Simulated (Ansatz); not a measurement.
# AlH3: the cost of one run

Method: PBE0-D4/def2-TZVP structures, single points in def2-TZVPP, no counterpoise correction; program: Ansatz 0.2.0, Gaussian basis.

Levels: SPW92, PBE-D4, BLYP-D4, r2SCAN-D4, B97M-V, PBE0-D4, B3LYP-D4, r2SCAN0-D4, BHLYP-D4, CAM-B3LYP-D4, wB97X-V, wB97M-V, B2PLYP, PBE-QIDH, RPA on PBE, Hartree-Fock, MP2, CCSD, CCSD(T).

Correlated methods freeze the cores. B3LYP uses VWN-RPA correlation. B2PLYP carries no dispersion term here.

56 further runs of the same task are left out: 56 set aside as unsound or not needed.

**1. Starting geometry**

The complex: 10 atoms, charge 0, spin multiplicity 1.

Atoms are counted from 1 here; the program's logs count them from 0.

Bond lengths: Al1–H4 1.595 Å, Al1–H5 1.595 Å, Al1–H6 1.592 Å, C2–C3 1.338 Å, C2–H7 1.083 Å, C2–H8 1.086 Å, C3–H9 1.086 Å, C3–H10 1.083 Å. Angles: H4–Al1–H5 117.8°, H4–Al1–H6 119.1°, H5–Al1–H6 119.1°, C3–C2–H7 121.6°, C3–C2–H8 121.4°, H7–C2–H8 116.9°, C2–C3–H9 121.4°, C2–C3–H10 121.6°, H9–C3–H10 116.9°.

Coordinates:

```
Al   -1.24200   -0.62489    0.10328
C     0.61903    1.03644    0.09338
C     1.17966   -0.13281   -0.23839
H    -0.96780   -1.74450   -0.99929
H    -2.11194    0.64191   -0.32459
H    -1.14721   -1.01538    1.64421
H     0.34637    1.76865   -0.65705
H     0.45315    1.31090    1.13047
H     1.48797   -0.84770    0.51813
H     1.38276   -0.39262   -1.27027
```

Its parts: AlH3 holds atoms 1, 4, 5, 6; C2H4 holds atoms 2, 3, 7, 8, 9, 10. Each part counts its atoms afresh in its own runs.

**2. Relaxing AlH3 alone**

relax-a/in.yaml

```yaml
crystal:
  periodic: [false, false, false]
  atoms:
    - {symbol: Al, position_ang: [-1.242001, -0.624887, 0.103276]}
    - {symbol: H, position_ang: [-0.967797, -1.744501, -0.999290]}
    - {symbol: H, position_ang: [-2.111939, 0.641908, -0.324585]}
    - {symbol: H, position_ang: [-1.147207, -1.015383, 1.644214]}
basis:
  gaussian: {orbitals: def2-TZVP}
hamiltonian: {xc: pbe0, dispersion: d4}
relax: {f_tol: 0.005, max_steps: 200}
```

Command:

```console
ansatz run in.yaml --threads 2 --pin off --events-out ev --progress --plain --max-ram 4352MiB
```

**Question.** How long does this run take on 2 threads of AMD EPYC 7R13, shared host?

About 1.9 s.
